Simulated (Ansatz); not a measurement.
Ansatz (a quantum-chemistry and plane-wave program) input (PBE/STO-3G):

Ansatz 0.2 input:
```yaml
crystal:
  periodic: [false, false, false]
  atoms:
    - {symbol: S, position_ang: [0.00079836, 0.00101417, 0.10422964]}
    - {symbol: H, position_ang: [-0.00010930, 0.98195700, -0.84351873]}
    - {symbol: H, position_ang: [-0.01266448, -0.99818372, -0.82415549]}
basis:
  gaussian:
    orbitals: STO-3G
hamiltonian:
  xc: {name: PBE}
total_charge: 1
magnetization: {spin_polarized: true, initial_magnetization: 1}
```

Output:

```
Functional definition: PBE
integrals: 0.00 GiB planned
116 factors; integrals over basis functions are off by at most 1.5e-5 eV
mean field: 0.05 GiB planned
mean field evaluation 1: about -10733.9710 eV, gradient 2.7e0 eV
mean field evaluation 2: about -10734.0018 eV, gradient 2.3e0 eV
mean field evaluation 4: about -10734.0463 eV, gradient 4.0e-2 eV
mean field evaluation 8: about -10734.0345 eV, gradient 2.0e-4 eV
mean field -10734.03448234 eV, -394.4684914360 hartree, gradient 1.5e-6 eV, S^2 0.751712; 0 other end points of the search recorded, 0 dependent functions left out
reference -10734.03449485 eV, -394.4684918958 hartree; 9, 8 occupied and 2, 3 virtual orbitals, 116 factors
Total energy: -10734.03449485 eV, -394.4684918958 hartree
```
